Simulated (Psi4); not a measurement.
Pair of molecules: CH4O (SMILES CO) (first 6 atoms) with H2O (SMILES O); geometry from S66by8 set.
(charge 0, multiplicity 1):
```json
[
 {"atom": "O", "x (Å)": "-0.8795", "y (Å)": "0.4402", "z (Å)": "-0.0033"},
 {"atom": "H", "x (Å)": "0.0848", "y (Å)": "0.4077", "z (Å)": "-0.0030"},
 {"atom": "C", "x (Å)": "-1.3409", "y (Å)": "-0.8953", "z (Å)": "0.0050"},
 {"atom": "H", "x (Å)": "-2.4272", "y (Å)": "-0.8639", "z (Å)": "0.0041"},
 {"atom": "H", "x (Å)": "-1.0189", "y (Å)": "-1.4548", "z (Å)": "-0.8766"},
 {"atom": "H", "x (Å)": "-1.0200", "y (Å)": "-1.4435", "z (Å)": "0.8940"},
 {"atom": "O", "x (Å)": "1.8706", "y (Å)": "0.3491", "z (Å)": "-0.0010"},
 {"atom": "H", "x (Å)": "2.3098", "y (Å)": "0.7372", "z (Å)": "-0.7609"},
 {"atom": "H", "x (Å)": "2.3085", "y (Å)": "0.7517", "z (Å)": "0.7521"}
]
```

Calculation: SAPT0/jun-cc-pV(D+d)Z run with Psi4.

**Question.** Which attractive term is largest, and how does the interaction split up?

**Answer.** electrostatics -11.45, exchange 12.42, induction -3.59, dispersion -2.13, total -4.75 kcal/mol; the largest attraction is electrostatics.
